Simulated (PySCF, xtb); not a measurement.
tetrafluoroethylene cation (C2F4), SMILES FC(F)=C(F)F (connectivity only; charge and spin as stated), charge +1, multiplicity 2.

Harmonic wavenumbers (cm⁻¹) from GFN2-xTB (xtb) at its own minimum, in rising order: 136, 168, 366, 384, 501, 525, 550, 790, 1201, 1391, 1415, 1539.

Q: What does PBE0-D3(BJ)/def2-SVP (PySCF 2.14.0) give at its own minimum? (Estimate from the structure and the level; the computed values follow.)

A: 144, 212, 414, 443, 546, 600, 618, 863, 1335, 1626, 1628, 1781. Paired by order, the mean absolute difference is 104 cm⁻¹ and the zero-point energies are 12.8 and 14.6 kcal/mol.
